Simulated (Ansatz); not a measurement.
**[CH3···H···Si], triplet in cc-pVDZ: errors against UCCSDT(Q)**

Geometry: a point of a hydrogen-transfer path between rigid fragments, not a stationary point.

```xyz
6

C    -2.0885    0.0000    0.0000
H    -2.4517    1.0273    0.0000
H    -2.4517   -0.5137    0.8897
H    -2.4517   -0.5137   -0.8897
H    -0.3735    0.0000    0.0000
Si    1.1705    0.0000    0.0000
```

Basis cc-pVDZ; Ansatz 0.2.0. Correlated methods freeze the noble-gas cores, which leaves 12 electrons in 46 orbitals. R marks a restricted (for open shells ROHF) determinant, U an unrestricted one. Active spaces: pair = (4e, 4o) about the gap.

Full CI isn't at hand for all of this; UCCSDT(Q) serves as the reference, and is uncertain by about the last step of the cluster series. The frozen core follows each run's orbitals, which can shift R against U totals by a few meV.

Unrestricted rows (U) aren't spin-pure: their determinants' ⟨S²⟩ exceeds S(S+1) by up to 0.11, so they mix in states of higher spin. For open shells CISD is restricted-active-space CI with the open shells as a complete middle space.

The UHF ⟨S²⟩ is 2.109 and the T1 diagnostic (RCCSD) is 0.0307. The largest doubles amplitude (RCCSD) is 0.064 and the T1 diagnostic (UCCSD) is 0.0424.

```csv
level,E − E(UCCSDT(Q)) (kJ/mol),share of correlation (%),wall time
RHF,704.9,0.00,–
UHF,679.4,3.62,–
RMP2,141.7,79.90,–
UMP2,146.4,79.24,–
CISD,83.6,88.13,3.9 s
RCCSD,20.3,97.12,–
UCCSD,20.0,97.17,–
RCCSD(T),3.9,99.45,13 s
UCCSD(T),4.1,99.42,21 s
BCCD(T),3.8,99.46,6.5 s
RCCSDT,0.8,99.89,–
UCCSDT,0.8,99.89,–
RCCSDT(Q),0.0,99.99,52 s
CASSCF (pair space),656.9,6.81,–
MRCISD (pair space),73.6,89.55,–
MRCISD+Q (pair space),7.9,98.88,3.2 s
```

The correlation energy at UCCSDT(Q), counted from RHF, is -7.306 eV. That run took 76 s on 1 thread of Arm Neoverse V2, shared host.

Times hold each run's SCF and search for its determinant on a shared host, so for small cases they say little of a method's own cost; they ran on 1 thread of Arm Neoverse V2.
